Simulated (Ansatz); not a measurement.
**CH5OSi+: one structure at several levels**

The task here is to estimate one member of a computed series from the others.

Method: single points in def2-TZVPP; program: Ansatz 0.2.0, Gaussian basis.

Correlated methods freeze the cores.

## Starting geometry

SMILES `C=[SiH][OH2+]`, 8 atoms, charge 1, spin multiplicity 1.

Atoms are counted from 1 here; the program's logs count them from 0.

Bond lengths: C1–Si2 1.726 Å, C1–H4 1.093 Å, C1–H5 1.078 Å, Si2–O3 1.964 Å, Si2–H6 1.469 Å, O3–H7 0.930 Å, O3–H8 0.922 Å. Angles: Si2–C1–H4 125.0°, Si2–C1–H5 121.0°, H4–C1–H5 113.7°, C1–Si2–O3 105.4°, C1–Si2–H6 162.0°, O3–Si2–H6 92.6°, Si2–O3–H7 129.8°, Si2–O3–H8 119.3°, H7–O3–H8 110.2°.

Coordinates:

| atom | x (Å) | y (Å) | z (Å) |
| --- | --- | --- | --- |
| C1 | -1.18260 | 0.70890 | -0.70910 |
| Si2 | 0.27940 | 0.79910 | 0.20310 |
| O3 | 0.85030 | -1.06260 | 0.45860 |
| H4 | -1.66520 | -0.21810 | -1.03010 |
| H5 | -1.76200 | 1.59350 | -0.91950 |
| H6 | 1.43130 | 1.32470 | 0.94850 |
| H7 | 1.61950 | -1.39970 | 0.85700 |
| H8 | 0.38890 | -1.73830 | 0.03340 |

The first run:

File run/in.yaml:

```yaml
crystal:
  periodic: [false, false, false]
  atoms:
    - {symbol: C, position_ang: [-1.182600, 0.708900, -0.709100]}
    - {symbol: Si, position_ang: [0.279400, 0.799100, 0.203100]}
    - {symbol: O, position_ang: [0.850300, -1.062600, 0.458600]}
    - {symbol: H, position_ang: [-1.665200, -0.218100, -1.030100]}
    - {symbol: H, position_ang: [-1.762000, 1.593500, -0.919500]}
    - {symbol: H, position_ang: [1.431300, 1.324700, 0.948500]}
    - {symbol: H, position_ang: [1.619500, -1.399700, 0.857000]}
    - {symbol: H, position_ang: [0.388900, -1.738300, 0.033400]}
basis:
  gaussian: {orbitals: def2-TZVPP}
total_charge: 1
correlation: {method: ccsd_t}
output: {forces: true}
```

The command line of these runs was not kept.

Among the steps run: CCSD(T)/def2-TZVPP; PBE0-D4/def2-TZVPP; wB97M-V/def2-TZVPP; r2SCAN-D4/def2-TZVPP; PBE-D4/def2-TZVPP; SPW92/def2-TZVPP; r2SCAN0-D4/def2-TZVPP.

One of the session's tables, all rows but one given; the rest of the session is left out.

```
    method  RMS force component (eV/Å)  angle to CCSD(T) forces (°)
   CCSD(T)                       1.083                    reference
   PBE0-D4                       1.129                         10.3
   wB97M-V                           ?                            ?
 r2SCAN-D4                       1.139                          8.1
    PBE-D4                       1.218                          8.5
     SPW92                       1.402                         11.8
r2SCAN0-D4                       1.090                         13.0
```

**Question.** Estimate the row for wB97M-V.

The run gave: RMS force component (eV/Å): 1.142; angle to CCSD(T) forces (°): 12.0. In the column «RMS force component (eV/Å)» it lies between r2SCAN-D4 (1.139) and PBE-D4 (1.218).
